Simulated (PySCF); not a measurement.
## Atomic charges against the basis set

Compound: aluminum trihydride, AlH3.
Geometry (PBE0-D3(BJ)/def2-SVP, Å), atoms numbered from 1 in this order:
```
atom  x, y, z in Å
Al1    0.0049    0.0023   -0.0104
H2     1.5886   -0.1427   -0.0247
H3    -0.9125   -1.2968    0.0063
H4    -0.6605    1.4468   -0.0169
```

PBE0 throughout (PySCF), one geometry, spherical d and f functions. Geometry: PBE0-D3(BJ)/def2-SVP; no solvent, vibrations or thermal averaging. Atoms taken as equivalent share a column and are averaged.

Mulliken charges (e):

| basis | functions | Al1 | H2/H3/H4 |
| --- | --- | --- | --- |
| STO-3G | 12 | +0.714 | -0.238 |
| 6-31G | 19 | +0.545 | -0.182 |
| pcSseg-0 | 19 | +0.749 | -0.249 |
| 6-31G* | 24 | +0.323 | -0.108 |
| def2-SVP | 33 | +0.523 | -0.174 |
| cc-pVDZ | 33 | +0.316 | -0.105 |
| 6-311+G(2d,p) | 53 | +0.428 | -0.143 |
| aug-cc-pVDZ | 54 | -0.045 | +0.015 |
| def2-TZVP | 55 | +0.310 | -0.103 |
| IGLO-III | 74 | +0.797 | -0.266 |
| cc-pVTZ | 76 | +0.319 | -0.106 |
| pcSseg-3 | 175 | +0.644 | -0.215 |

IAO charges (e):

| basis | functions | Al1 | H2/H3/H4 |
| --- | --- | --- | --- |
| STO-3G | 12 | +0.911 | -0.304 |
| 6-31G | 19 | +0.504 | -0.168 |
| pcSseg-0 | 19 | +0.520 | -0.173 |
| 6-31G* | 24 | +0.585 | -0.195 |
| def2-SVP | 33 | +0.613 | -0.204 |
| cc-pVDZ | 33 | +0.588 | -0.196 |
| 6-311+G(2d,p) | 53 | +0.613 | -0.204 |
| aug-cc-pVDZ | 54 | +0.593 | -0.198 |
| def2-TZVP | 55 | +0.618 | -0.206 |
| IGLO-III | 74 | +0.616 | -0.205 |
| cc-pVTZ | 76 | +0.609 | -0.203 |
| pcSseg-3 | 175 | +0.620 | -0.207 |

**Question.** Which scheme is steadiest as the basis changes?

**Answer.** Largest range over the bases for any column: IAO 0.41 e, Mulliken 0.84 e. IAO charges move least and Mulliken charges most, counted in e. Without the minimal STO-3G basis the ranges are IAO 0.12, Mulliken 0.84 e.

**Question.** How much do the charges still move between the two largest bases, cc-pVTZ and pcSseg-3?

**Answer.** At most, over all atoms: Mulliken 0.325 e, IAO 0.011 e.

**Question.** What do the same runs give for the total energy and the frontier levels?

**Answer.** 
```json
{"basis": "STO-3G", "energy (Eh)": "-241.1362", "HOMO (eV)": "-5.81", "LUMO (eV)": "4.22"}
{"basis": "6-31G", "energy (Eh)": "-244.0347", "HOMO (eV)": "-8.63", "LUMO (eV)": "-1.87"}
{"basis": "pcSseg-0", "energy (Eh)": "-243.7818", "HOMO (eV)": "-8.84", "LUMO (eV)": "-2.04"}
{"basis": "6-31G*", "energy (Eh)": "-244.0525", "HOMO (eV)": "-8.55", "LUMO (eV)": "-1.72"}
{"basis": "def2-SVP", "energy (Eh)": "-243.9922", "HOMO (eV)": "-8.56", "LUMO (eV)": "-1.74"}
{"basis": "cc-pVDZ", "energy (Eh)": "-244.0674", "HOMO (eV)": "-8.53", "LUMO (eV)": "-1.76"}
{"basis": "6-311+G(2d,p)", "energy (Eh)": "-244.0773", "HOMO (eV)": "-8.57", "LUMO (eV)": "-1.78"}
{"basis": "aug-cc-pVDZ", "energy (Eh)": "-244.0687", "HOMO (eV)": "-8.55", "LUMO (eV)": "-1.82"}
{"basis": "def2-TZVP", "energy (Eh)": "-244.0787", "HOMO (eV)": "-8.57", "LUMO (eV)": "-1.75"}
{"basis": "IGLO-III", "energy (Eh)": "-244.0786", "HOMO (eV)": "-8.57", "LUMO (eV)": "-1.71"}
{"basis": "cc-pVTZ", "energy (Eh)": "-244.0805", "HOMO (eV)": "-8.56", "LUMO (eV)": "-1.76"}
{"basis": "pcSseg-3", "energy (Eh)": "-244.0873", "HOMO (eV)": "-8.57", "LUMO (eV)": "-1.78"}
```
